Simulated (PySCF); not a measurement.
Molecule: `C=C(C)/C=C/Cl`, C5H7Cl.

Cartesian coordinates in Å; atom numbers follow the order of the lines, from 1:
```xyz
13

C    -1.115    1.452    0.508
C    -0.426    0.355    0.143
C    -1.105   -0.958   -0.109
C     1.025    0.440   -0.014
C     1.813   -0.583   -0.371
Cl    3.521   -0.436   -0.545
H    -2.200    1.426    0.634
H    -0.611    2.405    0.689
H    -0.719   -1.741    0.565
H    -0.929   -1.304   -1.141
H    -2.189   -0.880    0.045
H     1.489    1.412    0.177
H     1.445   -1.589   -0.582
```

Geometry PBE0-D3(BJ)/def2-SVP throughout; GIAO in PySCF, gas phase, one conformer, non-relativistic; equivalent atoms averaged; functional PBE0.

For orientation, pcSseg-1 gives these absolute shieldings σ: C4 40.8, C2 37.6, C5 51.9, C1 58.2, C3 164.5, Cl6 740.7, H12 24.72, H13 25.26, H7 25.96 ppm.

A run gave: C4 65.8, C2 63.9, C5 74.8, C1 79.5, C3 179.4, Cl6 791.6, H12 26.02, H13 26.52, H7 27.22 ppm (absolute shieldings σ).

Q: Which basis set was used in that run?
A. 6-31G*
B. 6-31G
C. STO-3G
D. cc-pVDZ
E. IGLO-III

A: B. Cl6 tells them apart best: 6-31G gives 791.6, 6-31G* gives 777.4, cc-pVDZ gives 780.2, IGLO-III gives 729.5, STO-3G gives 944.1 ppm.
